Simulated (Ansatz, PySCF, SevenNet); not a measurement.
## How well does each level of theory give the lattice parameter a of grey tin (α-Sn)?

Reference value: 6.477 Å (measured, static lattice: zero-point anharmonic expansion removed; as tabulated in Mejia-Rodriguez and Trickey (2018), arXiv:1807.09216).

```json
[
 {"level (code)": "SevenNet-l3i5", "value (Å)": "6.654"},
 {"level (code)": "LDA (Ansatz)", "value (Å)": "[?]"},
 {"level (code)": "PBE (Ansatz)", "value (Å)": "6.655"},
 {"level (code)": "RPBE (Ansatz)", "value (Å)": "[?]"},
 {"level (code)": "rVV10 (Ansatz)", "value (Å)": "[?]"},
 {"level (code)": "r²SCAN+SOC (Ansatz)", "value (Å)": "6.564"},
 {"level (code)": "r²SCAN-D4 (Ansatz)", "value (Å)": "6.543"},
 {"level (code)": "r²SCAN+rVV10 (Ansatz)", "value (Å)": "[?]"},
 {"level (code)": "B3LYP (VWN-RPA form) (Ansatz)", "value (Å)": "6.674"},
 {"level (code)": "r²SCANh (Ansatz)", "value (Å)": "6.542"},
 {"level (code)": "Hartree–Fock (Ansatz)", "value (Å)": "6.605"},
 {"level (code)": "MP2 (PySCF)", "value (Å)": "6.444 ± 0.02"}
]
```

Problem. What belongs in the gaps?

Solution. 
- LDA (Ansatz, a program for electronic structure), value (Å): 6.472
- RPBE (Ansatz), value (Å): 6.732
- rVV10 (Ansatz), value (Å): 6.686
- r²SCAN+rVV10 (Ansatz), value (Å): 6.532

Errors against the reference: SevenNet-l3i5 +2.73 %, LDA -0.08 %, PBE +2.75 %, RPBE +3.94 %, rVV10 +3.23 %, r²SCAN+SOC +1.34 %, r²SCAN-D4 +1.02 %, r²SCAN+rVV10 +0.85 %, B3LYP (VWN-RPA form) +3.04 %, r²SCANh +1.00 %, Hartree–Fock +1.98 %, MP2 -0.51 %.

Closest of the ranked levels: LDA (-0.08 %). Farthest off among them: RPBE (+3.94 %). Of the ranked levels only LDA lands within 0.3 %.

A ± on a computed value is a rough bar: the spread of its extrapolation, a floor set from checks against published values, or a statistical error. RPBE: the cell is over a tenth larger than the published one: the level's own overestimate first of all, though another phase or state, or a fault of the published cell, is possible. Cutoffs and k meshes differ between the levels. Ansatz's density-functional and Hartree–Fock values are scalar-relativistic unless marked +SOC, with PAW data made under PBE.

Machine-learned potentials (SevenNet-l3i5) are trained on DFT data: a solid inside that data is no test of them.

Differences are worked out from the printed values.
